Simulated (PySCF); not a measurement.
Ionisation energy of Mg by level of theory

Mg [Ne] 3s2 (1S) → Mg+ [Ne] 3s1 (2S), as a difference of total energies. All numbers are calculated (PySCF 2.14, the spin-free X2C one-electron Hamiltonian (Gaussian nucleus), in x2c-TZVPPall with one added diffuse shell each of s, p, d type (6s5p4d, 41 functions)). Correlated levels: valence: [Ne] frozen; valence and next inner shell: 1s2 frozen. The calculations carry no spin-orbit coupling.

```json
{"method": "UHF", "ionisation energy (eV)": "6.621"}
{"method": "LDA", "ionisation energy (eV)": "7.747"}
{"method": "PBE", "ionisation energy (eV)": "7.643"}
{"method": "PBE0", "ionisation energy (eV)": "7.568"}
{"method": "r2SCAN", "ionisation energy (eV)": "7.376"}
{"method": "BLYP", "ionisation energy (eV)": "7.658"}
{"method": "BHandHLYP", "ionisation energy (eV)": "7.577"}
{"method": "B97-3", "ionisation energy (eV)": "7.708"}
{"method": "B3LYP", "ionisation energy (eV)": "7.753"}
{"method": "MP2 (valence)", "ionisation energy (eV)": "7.215"}
{"method": "SCS-MP2 (valence)", "ionisation energy (eV)": "7.333"}
{"method": "MP2 (valence and next inner shell)", "ionisation energy (eV)": "7.311"}
{"method": "SCS-MP2 (valence and next inner shell)", "ionisation energy (eV)": "7.407"}
```

**Question.** How much does correlation contribute at MP2 (valence and next inner shell)?

**Answer.** 7.311 − (6.621) = 0.690 eV, measured against UHF.

Errors of the correlated levels include the incompleteness of this basis and the frozen core.

MP2 underrates the near-degeneracy of ns² with np² in the lower species.

For comparison: 7.646 eV (measured; NIST Atomic Spectra Database, ionization energies).
